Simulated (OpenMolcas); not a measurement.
**SiHF (SMILES F[SiH]) at 6 levels**

Wanted: a comparison of 6 runs (HF/3-21G, B2PLYP/def2-TZVPPD, TPSS/def2-TZVPPD, revPBE/def2-TZVPPD, MP2/def2-TZVPPD, CCSD(T)/def2-TZVPPD) of SiHF. 

The results are computed with OpenMolcas 26.06.

1 further run of the same task is left out (set aside as unsound or not needed).

## (1) The system as given

The species is SiHF (3 atoms), meant as a singlet with charge 0. As SMILES, `F[SiH]`. The coordinates come from a PBE0-D4/def2-TZVP relaxation.

Bond lengths: F1–Si2 1.612 Å, Si2–H3 1.541 Å. Angles: F1–Si2–H3 96.3°.

## (2) Energy and forces at HF/3-21G (run 1)

run.input reads:

```
* FHSi Hartree-Fock
>>> EXPORT MOLCAS_PRINT=2

&gateway
 baslib = $CurrDir
 basisset
 F.3-21G....
 F1 -1.090200 0.024400 -0.602300 angstrom
 End of Basis
 basisset
 Si.3-21G....
 Si2 0.186800 0.629400 0.173800 angstrom
 End of Basis
 basisset
 H.3-21G....
 H3 0.892400 -0.718600 0.415300 angstrom
 End of Basis

&seward

&scf
 thresholds = 1e-10 1e-07 1e-07 1e-05
 prorbitals = 1 1

&alaska
```

The basis set 3-21G is read from a file made from the Basis Set Exchange's data (not shown).

Command:

```sh
$ export MOLCAS_MEM=1860
$ pymolcas run.input > run.log
```

The program printed:

```text
--- Start Module: gateway ---
[...]
--- Stop Module: gateway /rc=_RC_ALL_IS_WELL_ ---
[...]
      Basis functions           24
[...]
--- Start Module: scf ---
[...]
       Convergence after  11 Iterations
[...]
::    Total SCF energy                               -386.8810956521
[...]
      Total spin, S                                     0.0000000000
[...]
      Total electronic charge=   24.000000
      Total            charge=   -0.000000
[...]
      Dipole Moment (debye):
      Origin of the operator (angstrom)=   -0.3040    0.3615   -0.1284
                   X=  1.0919E+00               Y=  3.2348E-01               Z=  6.4205E-01           Total=  1.3074E+00
      Quadrupole Moment (debye*angstrom):
[...]
--- Stop Module: scf /rc=_RC_ALL_IS_WELL_ ---
--- Start Module: alaska ---
[...]
 *              Molecular gradients               *
 **************************************************
  Irreducible representation: a
 ------------------------------------------------------------------------------------------
                              X                       Y                       Z
 ------------------------------------------------------------------------------------------
  F1                1.67278585254849E-02    5.24952666769707E-03    9.86846184854073E-03
  SI2              -1.53669415930580E-02   -3.00716073924523E-03   -8.86346050094478E-03
  H3               -1.36091693244289E-03   -2.24236592845628E-03   -1.00500134760351E-03
 ------------------------------------------------------------------------------------------
--- Stop Module: alaska /rc=_RC_ALL_IS_WELL_ ---
[...]
```

Run time: 3.3 s. Hardware: 1 thread of AMD EPYC 7R43 (Zen 3), shared host; peak memory 0.37 GiB.

## (3) A single-point energy at B2PLYP/def2-TZVPPD (run 2)

coord.xyz reads:

```xyz
3

F     -1.090200     0.024400    -0.602300
Si     0.186800     0.629400     0.173800
H      0.892400    -0.718600     0.415300
```

test.input reads:

```
* FHSi Kohn-Sham DFT

&GATEWAY
 BasLib=$CurrDir
 Coord=coord.xyz
 Basis=def2-TZVPPD
 Group=NoSym

&SEWARD
 GridInput
 Grid=UltraFine
 End of Grid

&SCF
 KSDFT=B2PLYP_SCF
 Thresholds=1e-10 1e-07 1e-07 1e-05
 PrOrbitals=1 1

&MBPT2
 Frozen=6
```

The basis set def2-TZVPPD is read from a file made from the Basis Set Exchange's data (not shown).

Command:

```sh
$ export MOLCAS_MEM=1860
$ pymolcas test.input > test.log
```

The program printed:

```text
--- Start Module: gateway ---
[...]
--- Stop Module: gateway /rc=_RC_ALL_IS_WELL_ ---
[...]
      Basis functions          105
[...]
--- Start Module: scf ---
[...]
       Convergence after  12 Iterations
[...]
::    Total KS-DFT energy                            -389.7018064319
[...]
      Total spin, S                                     0.0000000000
[...]
      Total electronic charge=   24.000000
      Total            charge=   -0.000000
[...]
      Dipole Moment (debye):
      Origin of the operator (angstrom)=   -0.3040    0.3615   -0.1284
                   X=  9.0925E-01               Y=  1.9738E-01               Z=  5.2661E-01           Total=  1.0691E+00
      Quadrupole Moment (debye*angstrom):
[...]
--- Stop Module: scf /rc=_RC_ALL_IS_WELL_ ---
[...]
--- Start Module: mbpt2 ---
[...]
 ###    WARNING: MP2 implementation intended for RHF references only         ###
 ###############################################################################
MBPT2 WARNING: Reference function according to RunFile:KS-DFT
I'll assume you know what you're doing and continue
WARNING!
Default frozen orbitals as non valence orbitals is overwritten by user input.
Default values:   3
[...]
       Reference weight ( Cref**2 )         =        0.86717
::    Total MBPT2 energy                             -390.1297331281
[...]
      Total MBPT2 calculations                           0.66      0.73
--- Stop Module: mbpt2 /rc=_RC_ALL_IS_WELL_ ---
[...]
```

Run time: 30 s. Hardware: 1 thread of AMD EPYC 7R43 (Zen 3), shared host; peak memory 0.6 GiB.

Runs 3 to 5 aren't shown in full; the table further down has their settings and results.

## (4) A single-point energy at CCSD(T)/def2-TZVPPD (Cholesky decomposition) (run 6)

mol.inp reads:

```
* FHSi CCSD(T)
>>> EXPORT MOLCAS_PRINT=2

&GATEWAY
 BasLib=$CurrDir
 Coord
 3
 angstrom
 F       -1.090200       0.024400      -0.602300
 Si       0.186800       0.629400       0.173800
 H        0.892400      -0.718600       0.415300
 Basis=def2-TZVPPD
 Group=NoSym

&SEWARD
 High

&SCF
 Thresholds=1e-10 1e-07 1e-07 1e-05
 PrOrbitals=1

&CHCC
 Frozen=6
 Threshold=1e-08
 MaxIterations=80

&CHT3
 Frozen=6
```

The basis set def2-TZVPPD is read from a file made from the Basis Set Exchange's data (not shown).

Command:

```sh
$ export MOLCAS_MEM=1860
$ pymolcas mol.inp > mol.log
```

The program printed:

```text
--- Start Module: gateway ---
[...]
--- Stop Module: gateway /rc=_RC_ALL_IS_WELL_ ---
[...]
      Basis functions          105
[...]
       Convergence after  14 Iterations
[...]
::    Total SCF energy                               -389.0102740815
[...]
      Total spin, S                                     0.0000000000
[...]
      Total electronic charge=   24.000000
      Total            charge=   -0.000000
[...]
      Dipole Moment (debye):
      Origin of the operator (angstrom)=   -0.3040    0.3615   -0.1284
                   X=  9.5482E-01               Y=  1.0609E-01               Z=  5.4174E-01           Total=  1.1029E+00
      Quadrupole Moment (debye*angstrom):
[...]
--- Start Module: chcc ---
[...]
--- Stop Module: chcc /rc=_RC_ALL_IS_WELL_ ---
[...]
--- Start Module: cht3 ---
[...]
--- Stop Module: cht3 /rc=_RC_ALL_IS_WELL_ ---
[...]
```

Wall time 3.3 min (1 thread of AMD EPYC 7R43 (Zen 3), shared host); peak memory 0.18 GiB.

## (5) Overview of the runs

```
run                                         level      task  frozen core orbitals  energy (Eh)  dipole moment (D) of the reference  HOMO energy (eV)  LUMO energy (eV)  wall time
  1                                      HF/3-21G  gradient                     –  -386.881096                                1.31             -9.48              0.62      3.3 s
  2                            B2PLYP/def2-TZVPPD    energy                     6  -389.817347                                1.07             -7.99             -1.48       30 s
  3                              TPSS/def2-TZVPPD  gradient                     –  -390.013556                                0.84             -6.05             -3.48       41 s
  4                            revPBE/def2-TZVPPD  gradient                     –  -389.892066                                0.82             -5.87             -3.51       39 s
  5                               MP2/def2-TZVPPD    energy                     6  -389.365344                                1.10             -9.58              0.45       19 s
  6  CCSD(T)/def2-TZVPPD (Cholesky decomposition)    energy                     6  -389.394995                                1.10             -9.58              0.45    3.3 min
```

## (6) Outcome

| quantity | value |
| --- | --- |
| run 6: total energy | -389.39499 Eh |
| run 6: dipole moment (mean-field density) | 1.10 D |
| run 6: HOMO energy (Hartree–Fock orbitals) | -9.58 eV |
| run 6: LUMO energy (Hartree–Fock orbitals) | 0.45 eV |
| run 6: HOMO–LUMO gap (Hartree–Fock orbitals) | 10.03 eV |
| run 6: correlation energy (6 core orbitals frozen) | -384.7 mEh |
| run 6: (T) correction | -11.60 mEh |

In words: Over runs 1, 2, 3, 4 the dipole moment (its size) runs from 0.82 D (revPBE/def2-TZVPPD) to 1.31 D (HF/3-21G). The two ends differ in method and basis. Over runs 1, 2, 3, 4 the HOMO–LUMO gap runs from 2.35 eV (revPBE/def2-TZVPPD) to 10.11 eV (HF/3-21G). For B2PLYP the log adds the whole second-order term; the table takes 0.27 of it, as the functional is defined. Totals of different functionals can't be ranked against each other. All runs together took 5.5 min, the longest 3.3 min.
